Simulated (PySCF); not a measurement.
Computed with TPSSh-D3(BJ)/def2-TZVP // PBE0-D3(BJ)/def2-TZVP (PySCF). All species are isolated molecules in the gas phase. 

Reference species (SMILES): `[C]#N` (neutral, multiplicity 2).

highest occupied spin orbital: -10.03 eV

Changed species: `[CH2]C` (radical fragment; the reference has radical fragment).

Q: Give the shifts of the highest occupied spin orbital.

A: the highest occupied spin orbital goes up by 4.79 eV, to -5.24 eV.
